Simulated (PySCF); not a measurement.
Computed with PBE0-D3(BJ)/def2-TZVP (PySCF). Gas-phase values, no solvent. 

Reference species (SMILES): `C1CC1C` (neutral, multiplicity 1).

The HOMO–LUMO gap is 9.47 eV and the HOMO is -7.89 eV. The dipole moment is 0.14 D.

Changed species: `C/C=C\C`.

Question: What does the change do to the HOMO–LUMO gap, HOMO and dipole moment?

Answer: the HOMO–LUMO gap falls by 1.77 eV, to 7.70 eV; the HOMO rises by 0.99 eV, to -6.90 eV; the dipole moment goes up by 0.10 D, to 0.24 D.
